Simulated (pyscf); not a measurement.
Optimised with ωB97X-D3(BJ)/def2-SVP in PySCF. Correlated levels are frozen-core, on RHF or UHF. ΔMP2 is the change of the MP2 total energy from the triple- to the quadruple-zeta basis.

**Question.** What is the homolytic dissociation enthalpy (298 K, CCSD(T)/def2-TZVPP + ΔMP2(QZVPP)) of the O–Te bond of HO–TeH, to OH• + TeH•?

**Answer.** O–Te to OH• + TeH•: 275.1 kJ/mol. The CCSD(T) − MP2 part came from Ansatz, without density fitting, on the same reference. The frozen core leaves the outer d or s,p core shells of the metals and heavy elements correlated in the MP2 and CC values, and def2-TZVPP describes them poorly, which can shift differences by a few kcal/mol. Left out: the spin-orbit lowering of OH, TeH, which is large for Br, Se, Te and I. Elements past Kr carry the def2 core potentials, without spin-orbit coupling.
